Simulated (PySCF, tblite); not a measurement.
# HF: bond homolysis

What do calculations give for the bond homolysis of HF (`F`)?

Computed with tblite 0.8.0 and PySCF 2.14.0 and routines of our own; the level stands in each step. Atoms count from 0.

## Step 1: The system as given

2 atoms, charge 0, multiplicity 1; geometry from: start built from the parent or by distance geometry.

## Step 2: Relaxing the molecule with GFN2-xTB

Job settings and geometry (Å):

```
{"job": {"kind": "relax", "xc": "GFN2-xTB", "basis": "xTB"}, "charge": 0, "multiplicity": 1}
F      0.504000    -0.006100    -0.005300
H     -0.498500     0.008700    -0.023000
```

On the command line:

```
OMP_NUM_THREADS=1 python redox_run.py task.json out
```

The driver reads the jobs from task.json and runs them one after another.

Log:

```text
step      E/eV     max force
  0    -142.02207    2.539
  1    -142.12152    0.111
  2    -142.12162    0.041
  3    -142.12164    0.000
```

Run time: 0.01 s. Hardware: 1 thread of Arm Neoverse V2, shared host.

Relaxation path:

| step | energy from step 0 (eV) | largest force (eV/Å) |
| --- | --- | --- |
| 0 | 0.0000 | 2.5387 |
| 1 | -0.0994 | 0.1110 |
| 2 | -0.0995 | 0.0410 |
| 3 | -0.0996 | 0.0000 |

The bond:

| bond | before (Å) | after (Å) | change (Å) |
| --- | --- | --- | --- |
| F0–H1 | 1.003 | 0.932 | -0.070 |

The final coordinates are the input of the step that follows.

## Step 3: Vibrational analysis with GFN2-xTB

Job settings and geometry (Å):

```
{"job": {"kind": "ir", "xc": "GFN2-xTB", "basis": "xTB"}, "charge": 0, "multiplicity": 1}
F      0.468847    -0.005600    -0.005904
H     -0.463333     0.008136    -0.022394
```

Log:

```text
mode    cm-1     km/mol
  1    3763.5     72.00
ZPE 22.511  H(298)-E 31.187  G(298)-E -20.652 kJ/mol  S 173.87 J/(mol K)
```

Run time: 0.06 s. Hardware: 1 thread of Arm Neoverse V2, shared host.

Which atoms move in the most intense modes:

| cm⁻¹ | km/mol | atoms |
| --- | --- | --- |
| 3764 | 72.0 | H1 95 % |

## Step 4: Relaxing the molecule at PBE0-D3(BJ)/def2-SVP

Job settings and geometry (Å):

```
{"job": {"xc": "PBE0", "basis": "def2-SVP", "d3": "d3bj", "grid": 1, "kind": "geom"}, "charge": 0, "multiplicity": 1}
F      0.468847    -0.005600    -0.005904
H     -0.463333     0.008136    -0.022394
```

Log:

```text
step   0  E = -100.25826600  max force = 0.013727
step   1  E = -100.25847851  max force = 0.001176
step   2  E = -100.25848107  max force = 0.000073
optimisation converged
```

It took 0.55 s on 1 thread of Arm Neoverse V2, shared host.

Step by step:

| step | energy from step 0 (eV) | largest force component (eV/Å) |
| --- | --- | --- |
| 0 | 0.0000 | 0.7059 |
| 1 | -0.0058 | 0.0605 |
| 2 | -0.0059 | 0.0038 |

The bond:

| bond | before (Å) | after (Å) | change (Å) |
| --- | --- | --- | --- |
| F0–H1 | 0.932 | 0.920 | -0.012 |

The end geometry stands in the next job.

| at the end point | value |
| --- | --- |
| point group (found at 0.08 Å tolerance) | Cinfv |
| rotational constants (GHz, main isotopes) | 623.6, 623.6 |
| dipole moment (D) | 1.86 |

## Step 5: Harmonic vibrations (HF): PBE0-D3(BJ)/def2-SVP

Job settings and geometry (Å):

```
{"job": {"xc": "PBE0", "basis": "def2-SVP", "d3": "d3bj", "grid": 2, "kind": "hessian"}, "charge": 0, "multiplicity": 1}
F      0.447419    -0.076516     0.074813
H     -0.441905     0.079052    -0.103111
```

Log:

```text
coarse grid: 1712 points
cycle   1  E = -100.2021441063  dE = -3.788e-02  |g| = 5.269e-01  |ddm| = 1.012e+00
cycle   2  E = -100.1876790895  dE =  1.447e-02  |g| = 6.302e-01  |ddm| = 6.421e-01
cycle   3  E = -100.2479157986  dE = -6.024e-02  |g| = 1.584e-02  |ddm| = 3.380e-01
cycle   4  E = -100.2479515500  dE = -3.575e-05  |g| = 2.360e-03  |ddm| = 8.640e-03
cycle   5  E = -100.2479523423  dE = -7.923e-07  |g| = 1.316e-04  |ddm| = 1.220e-03
final grid: 16976 points
cycle   6  E = -100.2584527926  dE = -9.418e-06  |g| = 2.208e-03  |ddm| = 6.985e-03
cycle   7  E = -100.2584525625  dE =  2.301e-07  |g| = 2.576e-03  |ddm| = 2.475e-03
cycle   8  E = -100.2584535641  dE = -1.002e-06  |g| = 2.408e-05  |ddm| = 1.349e-03
cycle   9  E = -100.2584535642  dE = -1.523e-10  |g| = 3.698e-06  |ddm| = 2.522e-05
cycle  10  E = -100.2584535642  dE = -2.885e-12  |g| = 4.759e-07  |ddm| = 3.401e-06
converged SCF energy = -100.2584535642

mode    cm-1
  1    4159.4
ZPE 24.879  H(298)-E 33.555  G(298)-E -18.218 kJ/mol  S 173.65 J/(mol K)
```

Run time: 0.61 s. Hardware: 1 thread of Arm Neoverse V2, shared host.

Zero-point energy 24.88 kJ/mol (xTB gave 22.51).

## Step 6: Single point (HF): PBE0-D3(BJ)/def2-TZVP

Geometry: PBE0-D3(BJ)/def2-SVP.

Job settings and geometry (Å):

```
{"job": {"kind": "sp", "xc": "PBE0", "basis": "def2-TZVP", "d3": "d3bj", "grid": 2}, "charge": 0, "multiplicity": 1}
F      0.447419    -0.076516     0.074813
H     -0.441905     0.079052    -0.103111
```

Log:

```text
coarse grid: 1712 points
cycle   1  E = -100.3518319560  dE = -3.691e-02  |g| = 4.923e-01  |ddm| = 6.726e-01
cycle   2  E = -100.3242982292  dE =  2.753e-02  |g| = 6.904e-01  |ddm| = 5.289e-01
cycle   3  E = -100.3907039902  dE = -6.641e-02  |g| = 2.197e-02  |ddm| = 2.848e-01
cycle   4  E = -100.3907717994  dE = -6.781e-05  |g| = 4.199e-03  |ddm| = 1.000e-02
cycle   5  E = -100.3907738328  dE = -2.033e-06  |g| = 2.289e-04  |ddm| = 1.450e-03
final grid: 16976 points
cycle   6  E = -100.3919572308  dE = -1.802e-05  |g| = 4.033e-03  |ddm| = 5.547e-03
cycle   7  E = -100.3919556644  dE =  1.566e-06  |g| = 5.294e-03  |ddm| = 3.567e-03
cycle   8  E = -100.3919593804  dE = -3.716e-06  |g| = 9.354e-05  |ddm| = 2.034e-03
cycle   9  E = -100.3919593814  dE = -1.047e-09  |g| = 1.670e-05  |ddm| = 4.377e-05
converged SCF energy = -100.3919593814
```

It took 0.18 s on 1 thread of Arm Neoverse V2, shared host.

## Step 7: Single point (F radical): PBE0-D3(BJ)/def2-TZVP

Geometry: atom.

Job settings and geometry (Å):

```
{"job": {"kind": "sp", "xc": "PBE0", "basis": "def2-TZVP", "d3": "d3bj", "grid": 2}, "charge": 0, "multiplicity": 2}
F      0.000000     0.000000     0.000000
```

Log:

```text
coarse grid: 1088 points
cycle   1  E = -99.6688023423  dE = -1.048e-01  |g| = 1.297e-01  |ddm| = 4.761e-01
cycle   2  E = -99.6729239142  dE = -4.122e-03  |g| = 3.021e-02  |ddm| = 5.454e-02
cycle   3  E = -99.6730521577  dE = -1.282e-04  |g| = 2.366e-02  |ddm| = 2.193e-02
cycle   4  E = -99.6732013776  dE = -1.492e-04  |g| = 1.805e-03  |ddm| = 1.004e-02
cycle   5  E = -99.6732029955  dE = -1.618e-06  |g| = 2.592e-04  |ddm| = 1.342e-03
final grid: 11608 points
cycle   6  E = -99.6761779202  dE = -3.045e-06  |g| = 7.904e-04  |ddm| = 2.070e-03
cycle   7  E = -99.6761779541  dE = -3.383e-08  |g| = 7.013e-04  |ddm| = 6.003e-04
cycle   8  E = -99.6761780829  dE = -1.288e-07  |g| = 3.730e-05  |ddm| = 2.892e-04
cycle   9  E = -99.6761780836  dE = -6.980e-10  |g| = 4.660e-06  |ddm| = 2.827e-05
converged SCF energy = -99.6761780836
```

Wall time 0.14 s (1 thread of Arm Neoverse V2, shared host).

## Step 8: Single point (H radical): PBE0-D3(BJ)/def2-TZVP

Geometry: atom.

Job settings and geometry (Å):

```
{"job": {"kind": "sp", "xc": "PBE0", "basis": "def2-TZVP", "d3": "d3bj", "grid": 2}, "charge": 0, "multiplicity": 2}
H      0.000000     0.000000     0.000000
```

Log:

```text
coarse grid: 624 points
cycle   1  E = -0.4966013722  dE = -7.817e-02  |g| = 5.442e-02  |ddm| = 3.785e-01
cycle   2  E = -0.5010569048  dE = -4.456e-03  |g| = 3.019e-03  |ddm| = 1.413e-01
cycle   3  E = -0.5010729984  dE = -1.609e-05  |g| = 1.338e-04  |ddm| = 9.831e-03
cycle   4  E = -0.5010730072  dE = -8.766e-09  |g| = 3.309e-06  |ddm| = 1.990e-04
final grid: 5376 points
cycle   5  E = -0.5010619175  dE = -8.469e-08  |g| = 4.515e-05  |ddm| = 7.476e-04
cycle   6  E = -0.5010619187  dE = -1.214e-09  |g| = 6.344e-06  |ddm| = 8.104e-05
converged SCF energy = -0.5010619187
```

It took 0.04 s on 1 thread of Arm Neoverse V2, shared host.

## Step 9: Bond homolysis: PBE0-D3(BJ)/def2-TZVP

This step combines the energies above: geometries from PBE0-D3(BJ)/def2-SVP, zero-point and thermal terms from PBE0-D3(BJ)/def2-SVP.

Job settings and geometry (Å):

```
{"job": {"kind": "bd", "cap": 8, "geom": {"xc": "PBE0", "basis": "def2-SVP", "d3": "d3bj", "grid": 1}, "hess": 1, "level": {"xc": "PBE0", "basis": "def2-TZVP", "d3": "d3bj"}}, "charge": 0, "multiplicity": 1}
F      0.447419    -0.076516     0.074813
H     -0.441905     0.079052    -0.103111
```

Output (the driver's rows laid out field by field):

```text
homolysis bond by bond, PBE0-D3(BJ)/def2-TZVP // PBE0-D3(BJ)/def2-SVP

row 1
  atoms                   0 1
  elements                F H
  length                  0.9202
  fragments               formula F, charge 0, multiplicity 2, smiles [F], kept yes, pieces 1; formula H, charge 0, multiplicity 2, smiles [H], kept yes, pieces 1
  electronic              563.75
  zero_kelvin             538.87
  enthalpy                542.59
  free_energy             512.31
```

Run time: 1.9 s. Hardware: 1 thread of Arm Neoverse V2, shared host.

Dissociation energies (kJ/mol, gas phase, 298 K for the thermal columns):

| bond | fragments | electronic | enthalpy | free energy |
| --- | --- | --- | --- | --- |
| F0–H1 | [F] + [H] | 563.8 | 542.6 | 512.3 |

## Step 10: Single point (HF): wavefunction

Geometry: PBE0-D3(BJ)/def2-SVP.

Job settings and geometry (Å):

```
{"job": {"kind": "sp", "xc": "CCSD(T)", "basis": "aug-cc-pVTZ", "grid": 2}, "charge": 0, "multiplicity": 1}
F      0.447419    -0.076516     0.074813
H     -0.441905     0.079052    -0.103111
```

With the program's defaults for keys left out, this is: wavefunction single point, frozen core, gas phase.

Log:

```text
final grid: 16976 points
cycle   1  E = -100.0335181685  dE = -1.661e-01  |g| = 4.000e-01  |ddm| = 1.982e+00
cycle   2  E = -100.0541517110  dE = -2.063e-02  |g| = 2.352e-01  |ddm| = 6.587e-01
cycle   3  E = -100.0607873520  dE = -6.636e-03  |g| = 2.344e-02  |ddm| = 2.188e-01
cycle   4  E = -100.0609000308  dE = -1.127e-04  |g| = 6.204e-03  |ddm| = 2.903e-02
cycle   5  E = -100.0609154444  dE = -1.541e-05  |g| = 1.498e-03  |ddm| = 1.186e-02
cycle   6  E = -100.0609167620  dE = -1.318e-06  |g| = 2.369e-04  |ddm| = 4.198e-03
cycle   7  E = -100.0609167981  dE = -3.611e-08  |g| = 2.123e-05  |ddm| = 8.255e-04
cycle   8  E = -100.0609167984  dE = -2.205e-10  |g| = 2.366e-06  |ddm| = 4.897e-05
converged SCF energy = -100.0609167984
E(HF, exact integrals) = -100.0609194481
E(MP2) = -100.3408877771
E(CCSD) = -100.3420408189
E(CCSD(T)) = -100.3495761955
T1 diagnostic = 0.0102
```

Run time: 2.2 s. Hardware: 1 thread of Arm Neoverse V2, shared host.

## Step 11: Single point (F radical): wavefunction

Geometry: atom.

Job settings and geometry (Å):

```
{"job": {"kind": "sp", "xc": "CCSD(T)", "basis": "aug-cc-pVTZ", "grid": 2}, "charge": 0, "multiplicity": 2}
F      0.000000     0.000000     0.000000
```

Method: wavefunction single point, frozen core, gas phase.

Log:

```text
final grid: 11608 points
cycle   1  E = -99.3946188085  dE = -3.408e-01  |g| = 1.920e-01  |ddm| = 8.839e-01
cycle   2  E = -99.4053446547  dE = -1.073e-02  |g| = 7.259e-02  |ddm| = 1.916e-01
cycle   3  E = -99.4066382916  dE = -1.294e-03  |g| = 2.055e-02  |ddm| = 7.902e-02
cycle   4  E = -99.4068472622  dE = -2.090e-04  |g| = 5.391e-03  |ddm| = 2.735e-02
cycle   5  E = -99.4068737724  dE = -2.651e-05  |g| = 1.454e-03  |ddm| = 1.329e-02
cycle   6  E = -99.4068759418  dE = -2.169e-06  |g| = 2.354e-04  |ddm| = 4.369e-03
cycle   7  E = -99.4068760006  dE = -5.883e-08  |g| = 4.315e-05  |ddm| = 6.449e-04
cycle   8  E = -99.4068760019  dE = -1.297e-09  |g| = 2.306e-06  |ddm| = 1.060e-04
converged SCF energy = -99.4068760019
E(HF, exact integrals) = -99.4068793529
E(MP2) = -99.6121061870
E(CCSD) = -99.6234524463
E(CCSD(T)) = -99.6278270927
T1 diagnostic = 0.0109
```

Wall time 1.8 s (1 thread of Arm Neoverse V2, shared host).

(Part 1 of 2 ends here.)
